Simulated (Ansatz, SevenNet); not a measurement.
For rock-salt NaF, the machine-learned potential SevenNet-0 (trained on PBE and PBE+U data) gives:

| Item | Value |
|---|---|
| elastic constant C11 | 89.1 GPa |
| elastic constant C44 | 26.4 GPa |
| polycrystal shear modulus | 28.2 GPa |

Task: What does r²SCAN0 (Ansatz, an electronic-structure program, PAW) give for the same quantities?

Result: 
- elastic constant C11: 123 GPa (goes up by 38 %)
- elastic constant C44: 30.0 GPa (rises by 14 %)
- Voigt–Reuss–Hill shear modulus: 36.8 GPa (goes up by 30 %)

For comparison: elastic constant C11 108 GPa (measured, 4 K, not corrected to a static lattice; as tabulated in X. Wang et al., RSC Advances (2016)); elastic constant C44 29.0 GPa (measured, 4 K, no zero-point or thermal correction; as tabulated in X. Wang et al., RSC Advances (2016)).

Changes are worked out from the printed values.

Unless a cell is named, each level is at its own relaxed cell (SevenNet-0 12.93, r²SCAN0 11.89 Å³/atom).

Ansatz's density-functional and Hartree–Fock values are scalar-relativistic unless marked +SOC, with PAW data made under PBE.
